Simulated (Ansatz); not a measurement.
A run of Ansatz (development build ahead of 0.2.0) on quartet AlP₂ at this shape:

```xyz
3

Al    0.0000    0.0000    0.0000
P     0.0000    2.8611    1.6519
P     0.0000   -2.8611    1.6519
```

Its results:

* Converged: yes
* Total energy: -924.49271 hartree
* Spin squared of the determinant: 3.750
* Stability test: minimum among restricted orbitals

Problem. Which input gives this output? Name the method, the orbitals and the basis set, and write the input.

Solution. PBE (restricted open-shell) in pcseg-2.

```yaml
crystal:
  periodic: [false, false, false]
  atoms:
    - { symbol: Al, position_ang: [0.0, 0.0, 0.0] }
    - { symbol: P, position_ang: [0.0, 2.8611, 1.6519] }
    - { symbol: P, position_ang: [0.0, -2.8611, 1.6519] }
basis:
  gaussian: { orbitals: pcseg-2 }
magnetization:
  initial_magnetization: 3
hamiltonian:
  xc: pbe
```

Caution: stretched shape with no unrestricted run beside it, a lower state can exist; other spin multiplicities may lie lower.
